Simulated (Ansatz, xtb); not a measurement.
## Redistribution: C2H5Cl + C3H5F → C2H6 + C3H4ClF

Species: C2H5Cl (chloroethane) `CCCl`, singlet; C3H5F `C/C=C/F`, singlet; C2H6 (ethane) `CC`, singlet; C3H4ClF `C/C(Cl)=C/F`, singlet. The partners trade Cl for H; both sit on C, so the bond types are kept.

Shapes, held fixed at every level: PBE0-D4/def2-TZVP. Programs: Ansatz 0.2.0, xtb 6.7.1. Electronic energies: no zero-point or thermal term.

Estimate ΔE of this reaction.

The highest level, CCSD(T)/CBS estimate, gives ΔE = +3.3 kJ/mol; the levels span -11.2 to +13.1. That is about zero within the method's error. They disagree on the sign: 6 of 8 are positive. The column of differences is taken from that level and isn't an error. No measured value is set beside it here. The CBS estimate extrapolates MP2 from def2-TZVPP and def2-QZVPP and adds CCSD(T) − MP2 in the triple-zeta set, cores frozen.

```tsv
level	kind	ΔE (kJ/mol)	less CCSD(T)/CBS estimate
GFN0-xTB	semi-empirical	-11.2	-14.5
HF/def2-TZVPP	Hartree–Fock	+13.1	+9.8
B3LYP-D4/def2-TZVPP	global hybrid	+0.8	-2.5
wB97M-V/def2-TZVPP	range-separated hybrid	+2.0	-1.3
wB97X-V/def2-TZVPP	range-separated hybrid	+2.0	-1.3
MP2/def2-TZVPP	perturbation theory	-1.5	-4.8
CCSD(T)/def2-TZVPP	coupled cluster or CI	+2.0	-1.3
CCSD(T)/CBS estimate	coupled cluster or CI	+3.3	0.0
```
